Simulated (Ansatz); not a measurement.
```yaml
crystal:
  periodic: [false, false, false]
  atoms:
    - {symbol: F, position_ang: [-1.845224, -0.974087, -0.011699]}
    - {symbol: B, position_ang: [-1.709881, 0.291483, 0.006042]}
    - {symbol: Ga, position_ang: [0.730272, 0.216788, 0.002245]}
    - {symbol: H, position_ang: [2.604388, 0.237887, 0.000437]}
basis:
  gaussian: {orbitals: def2-TZVP}
hamiltonian: {xc: pbe0}
relax: {f_tol: 0.004, max_steps: 80}
```

```sh
$ ansatz run in.yaml --threads 1 --pin off --events-out ev --progress --plain --max-ram 2176MiB
```

Steps of the relaxation (energy above the last step; positions in Å, forces in eV/Å):

```
4
step 1, 1142.0 meV
F    -1.845   -0.974   -0.012   -0.662   -1.247   -0.017
B    -1.710    0.291    0.006   -0.367    1.160    0.017
Ga    0.730    0.217    0.002    2.209   -0.100   -0.004
H     2.604    0.238    0.000   -1.181    0.188    0.004
```

```
4
step 2, 815.6 meV
F    -1.974   -0.984   -0.012   -0.091    0.142    0.002
B    -1.708    0.282    0.006   -0.321   -0.008    0.000
Ga    0.921    0.181    0.002   -0.127   -0.458   -0.006
H     2.540    0.293    0.001    0.540    0.324    0.004
```

```
4
step 3, 664.0 meV
F    -2.091   -0.962   -0.011   -0.075    0.626    0.009
B    -1.777    0.292    0.006   -0.029   -0.599   -0.008
Ga    1.013    0.009   -0.001    0.199   -0.211   -0.003
H     2.635    0.433    0.003   -0.095    0.184    0.003
```

```
4
step 4, 558.7 meV
F    -2.242   -0.907   -0.010   -0.241   -0.277   -0.004
B    -1.742    0.256    0.006    0.366    0.325    0.004
Ga    1.118   -0.156   -0.003    0.179   -0.117   -0.002
H     2.645    0.580    0.005   -0.304    0.069    0.001
```

```
4
step 6, 412.9 meV
F    -2.370   -0.773   -0.008    1.330    1.429    0.019
B    -1.468    0.182    0.004   -0.827   -1.441   -0.019
Ga    1.186   -0.424   -0.007    0.125    0.383    0.005
H     2.432    0.786    0.008   -0.627   -0.372   -0.005
```

```
4
step 7, 275.8 meV
F    -2.299   -0.713   -0.008    1.102    1.204    0.016
B    -1.347    0.179    0.004   -0.557   -1.351   -0.018
Ga    1.187   -0.504   -0.008   -0.263    0.348    0.005
H     2.238    0.810    0.009   -0.283   -0.201   -0.003
```

```
4
step 9, 74.0 meV
F    -2.121   -0.567   -0.006    0.060    0.322    0.004
B    -1.005    0.061    0.002   -1.025   -0.233   -0.002
Ga    0.995   -0.527   -0.009    0.955   -0.028   -0.001
H     1.911    0.805    0.009    0.010   -0.061   -0.001
```

```
4
step 14, 0.0 meV
F    -2.190   -0.488   -0.004    0.001    0.000    0.000
B    -1.017   -0.002    0.001    0.001    0.000    0.000
Ga    1.125   -0.593   -0.010   -0.001   -0.001    0.000
H     1.861    0.855    0.010    0.000    0.001    0.000
```

Close pairs at the end: F1–B2 1.270 Å, Ga3–H4 1.625 Å, B2–Ga3 2.222 Å.

A stationary point of restricted PBE0 after 14 steps (its stability towards spin polarisation wasn't tested); no frequencies were run, so it isn't proven a minimum. 35 s on 1 thread of Arm Neoverse V2, shared host.
